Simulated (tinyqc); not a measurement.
Inside a calculation. Method: harmonic frequencies on the UHF/sto-3g surface (energies and gradients from PySCF), for OH+, spin multiplicity 3. One step of it, computed by the program tinyqc.

Problem. One row of the Hessian: 1Oz. Displace 1Oz by +/-0.01 bohr; H(k, :) = (g(+) - g(-)) / (2 delta).

optimised positions (bohr):
```
           x         y          z
1O  0.000000  0.000000  -0.002310
2H  0.000000  0.000000   2.045104
```

gradient at +delta (hartree/bohr):
```
             x           y            z
1O  0.00000000  0.00000000   0.00430174
2H  0.00000000  0.00000000  -0.00430174
```

gradient at -delta (hartree/bohr):
```
             x           y            z
1O  0.00000000  0.00000000  -0.00417825
2H  0.00000000  0.00000000   0.00417825
```

Give: row of the Hessian.

Solution.

row of the Hessian (hartree/bohr^2): 1Ox 0.000000, 1Oy 0.000000, 1Oz 0.424000, 2Hx 0.000000, 2Hy 0.000000, 2Hz -0.424000
